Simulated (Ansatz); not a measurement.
NH⁺, doublet: reading a ladder of total energies

Geometry: that of the NH, singlet, kept fixed.

```xyz
2

N     0.0000    0.0000    0.0000
H     0.0000    0.0000    1.0385
```

Basis aug-cc-pVTZ; Ansatz 0.2.0. Only valence electrons are correlated (noble-gas cores frozen), which leaves 5 electrons in 68 orbitals. R marks a restricted (for open shells ROHF) determinant.

Full CI is exact within this basis and frozen core; it isn't the basis-set limit.

Runs differ by some tens of microhartree through their thresholds and, for an open shell, their frozen cores, so steps under 0.03 kcal/mol mean nothing.

```tsv
level	total energy (hartree)
RHF	-54.505326
RMP2	-54.622481
RCCSD	-54.647791
RCCSD(T)	-54.650931
RCCSDT	-54.651492
RCCSDT(Q)	-54.651566
full CI	-54.651573
```

What is the correlation energy at full CI, and what share of it do RMP2 and RCCSD recover?

E(corr) = -54.651573 − (-54.505326) = -0.146247 hartree = -3.980 eV. RMP2: -0.117155 / -0.146247 = 80.11 %. RCCSD: -0.142465 / -0.146247 = 97.41 %.

By how many kcal/mol does RCCSD(T) miss full CI (1 hartree = 627.509 kcal/mol), and which steps make up the rest?

-54.650931 − (-54.651573) = 0.000642 hartree = 0.40 kcal/mol. Steps: RCCSDT − RCCSD(T) = -0.35, RCCSDT(Q) − RCCSDT = -0.05, full CI − RCCSDT(Q) = 0.00 kcal/mol. That is within 1 kcal/mol of the reference in this basis, which itself misses far more of the correlation at the basis-set limit.
